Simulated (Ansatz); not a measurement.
System: zinc-blende ZnSe. Method: LDA (Ansatz, a first-principles code, PAW).

Total energies, extrapolated to zero smearing (they compare only within this program, potentials and cutoff):

```tsv
system	energy (eV/atom)
zinc-blende ZnSe, relaxed	-4315.4265
hcp Zn	-3246.2583
trigonal Se	-5383.2601
```

### Question
Work out the enthalpy of formation per atom.

### Answer
ΔH_f ≈ ΔE = -4315.4265 − [1 × (-3246.2583) + 1 × (-5383.2601)]/2 = -0.667 eV/atom (0 K, no vibrations). The reference value is -0.85 eV/atom (measured, 298 K, no zero-point or thermal correction; as tabulated in Zhang et al. (2018), doi:10.1038/s41524-018-0065-z), a difference of +0.183 eV/atom.

The PAW data were made under PBE.
